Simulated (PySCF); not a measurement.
Species: C4H5ClO.
SMILES: `O=C(Cl)C1CC1`

Torsions of this conformer, `[O:1]=[C:2]([Cl:3])[CH:4]1[CH2:5][CH2:6]1`: O1–C2–C4–C5 144°.

The closed-shell ground state was solved at several levels (PySCF, density fitting, gas phase, non-relativistic). Geometry: PBE0-D3(BJ)/def2-SVP, one conformer, isolated molecule.

```json
{"level": "PBE0/aug-cc-pVDZ", "basis functions": "187", "HOMO (eV)": "-8.39", "LUMO (eV)": "-1.00", "gap (eV)": "7.39", "dipole (D)": "3.49"}
{"level": "PBE0/pcSseg-0", "basis functions": "68", "HOMO (eV)": "-8.55", "LUMO (eV)": "-1.15", "gap (eV)": "7.40", "dipole (D)": "3.59"}
{"level": "PBE0/IGLO-III", "basis functions": "269", "HOMO (eV)": "-8.35", "LUMO (eV)": "-0.96", "gap (eV)": "7.39", "dipole (D)": "3.40"}
{"level": "PBE0/cc-pVDZ", "basis functions": "113", "HOMO (eV)": "-8.20", "LUMO (eV)": "-0.72", "gap (eV)": "7.48", "dipole (D)": "3.29"}
```

Problem. What might PBE0/cc-pVTZ (254 basis functions) give for the same quantities?

Solution. HOMO -8.33 eV, LUMO -0.89 eV, gap 7.44 eV, dipole 3.39 D.

Problem. How much does the basis alone move the frontier levels among the 5 PBE0 rows (the withheld one included)?

Solution. The HOMO by 0.35 eV and the LUMO by 0.43 eV. By rising basis size (HOMO, LUMO in eV): pcSseg-0 -8.55, -1.15; cc-pVDZ -8.20, -0.72; aug-cc-pVDZ -8.39, -1.00; cc-pVTZ -8.33, -0.89; IGLO-III -8.35, -0.96.

Problem. How far do the dipole and the HOMO energy spread over the levels?

Solution. The dipole runs from 3.29 to 3.59 D (mean 3.43 D) and the HOMO from -8.55 to -8.20 eV.
